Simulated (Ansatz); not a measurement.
# Cu$_{2}$NiIrRh$_{2}$Au$_{6}$: can entropy hold this alloy together?

All numbers below come from DFT PBE, scalar-relativistic, plane waves, PAW (Ansatz).

Settings: cutoff 420 eV, Γ-centred mesh 7×7×5 on the computed 12-atom cell, Gaussian smearing of 0.10 eV; collinear spin from starting moments 0.33 0 0 0.22 0.26 0.15 0 0 0 0 0 0 μB.

Cells of 12 atoms on a fcc lattice, 6 Au, 1 Ni, 2 Rh, 2 Cu, 1 Ir, each occupation relaxed without symmetry on a coarser mesh and computed once more. α is the first-shell Warren–Cowley parameter of unlike pairs (negative: unlike neighbours in excess, 0: random), given as its mean and root mean square over the pairs, since a mean near 0 can hide order that cancels. ΔH counts from the elements in their standard crystals.

| cell | mean α | rms α | ΔH (meV/atom) | V (Å³/atom) | rms shift from sites (Å) |
| --- | --- | --- | --- | --- | --- |
| 1 | -0.06 | 0.11 | 172 | 15.50 | 0.09 |
| 2 | -0.21 | 0.44 | 135 | 15.59 | 0.08 |

Q: Weigh the mixing energy against the ideal entropy.

A: Ideal mixing gives S = −k_B Σ x ln x = 1.358 k_B per atom (11.3 J/(mol K)), worth 117 meV/atom at 1000 K. The cell nearest to random, 1, has ΔH = 172 meV/atom. Against the pure elements it breaks even at T = ΔH/S = 1470 K; above that the solution beats the pure elements, but parting into two partly mixed solutions pays up to a higher temperature (2ΔH/k_B, 1.4 times as high, for a regular binary solution at equal shares), and compounds may beat both. ΔH includes the cost of putting the elements on this lattice where they prefer another, and what the coarser relaxation leaves, which can only raise it; vibrational entropy is left out. An error of 8 meV/atom in ΔH, as mesh and relaxation can leave, moves such a temperature by 70 K, and the spread of these cells, 37 meV/atom, by 320 K.

The final mesh leaves forces up to 0.14 eV/Å and stresses up to 0.6 GPa.

Spin-orbit coupling is left out, which matters for the bands of heavy elements.

Cost: 4 runs of about 2.2 core-hours in all (earlier runs that led there not counted), on Arm Neoverse V1 (shared hosts).